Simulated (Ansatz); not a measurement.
```yaml
crystal:
  periodic: [false, false, false]
  atoms:
    - {symbol: C, position_ang: [-0.553085, 0.336502, -0.143004]}
    - {symbol: C, position_ang: [0.690040, -0.437229, 0.088861]}
    - {symbol: S, position_ang: [1.378869, -0.725134, 1.513381]}
    - {symbol: H, position_ang: [-1.288809, -0.291725, -0.658555]}
    - {symbol: H, position_ang: [-0.345838, 1.175277, -0.817733]}
    - {symbol: H, position_ang: [-0.976669, 0.709802, 0.788084]}
    - {symbol: H, position_ang: [1.156593, -0.835393, -0.816734]}
basis:
  gaussian: {orbitals: LANL2DZ}
hamiltonian: {xc: {name: PBE0}}
```

```sh
$ ansatz run in.yaml --threads 4 --pin off --events-out ev --progress --plain --max-ram 10444MiB
```

**Question.** How does Ansatz answer? (Best estimate.)

**Answer.** Ansatz gave: The program refused the input.
```
Error: <dir> can't be read: No such file or directory (os error 2)
```
